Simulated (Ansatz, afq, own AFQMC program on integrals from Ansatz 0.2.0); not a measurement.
# B, doublet in def2-SVP, levels against full CI

A free B atom.

Basis def2-SVP. Noble-gas cores (and the filled d shells of Ga–Kr and In–Xe) are frozen. Integrals, coupled cluster, full CI and functionals: Ansatz 0.2.0; the random walks run on the same integrals in our own AFQMC program. ph-AFQMC/CISD is guided by a CISD state made of CCSD amplitudes; releasing the constraint for a short imaginary time cuts its bias at the price of noise, slowly where states lie close. Free AFQMC starts from the CCSD state and is never constrained. Its projection time is finite, and what remains of the start isn't in its error. ± is one standard error of the sampling.

Determinant: UHF, the one that the program's search chose, which needn't be the lowest solution.

Full CI on the same integrals is exact in this basis and with this determinant's frozen core.

Cautions: the ph-AFQMC/HF walk drifts between its halves (2.1 errors).

```
T1 diagnostic                               : 0.0113
weight of the determinant in the CISD state : 0.935
⟨S²⟩ of the determinant                     : 0.756
size of the correlated space                : 3 electrons in 13 orbitals
```

```json
{"level": "MP2", "correlation energy (eV)": "-0.9761"}
{"level": "CCSD", "correlation energy (eV)": "-1.5483"}
{"level": "CCSD(T)", "correlation energy (eV)": "-1.5714"}
```

(1) Estimate where phaseless AFQMC with a CISD trial lies against CCSD(T) on the same integrals.

(1) 5.0 ± 0.6 meV below CCSD(T).

Reference: full CI, correlation energy -1.581 eV. The released energy is read at 1.50 1/Eh (meV from the phaseless value at times in 1/Eh: -1.1 ± 0.7 at 0.24, -1.6 ± 0.5 at 0.50, -3.0 ± 0.5 at 1.00, -2.6 ± 0.4 at 1.50).

```tsv
level	E − E(reference) (meV)	share of correlation (%)
CCSD(T)	9.2	99.42
ph-AFQMC/HF	118.0 ± 9.0	92.54
ph-AFQMC/CISD	4.1 ± 0.6	99.74
released AFQMC	1.6 ± 0.4	99.90
free AFQMC	-0.1 ± 0.2	100.01
```

Free projections are given only where their last times agree within the noise and don't stop above the reference; a slow remainder of the start can still hide under it. A walk keeps the symmetry of its determinant, which the program's search chose and which needn't be the lowest solution, so a lower state of the same spin and another symmetry isn't excluded. Released energies are given only where the last usable release times agree within the noise; a slower fall can still hide under it.
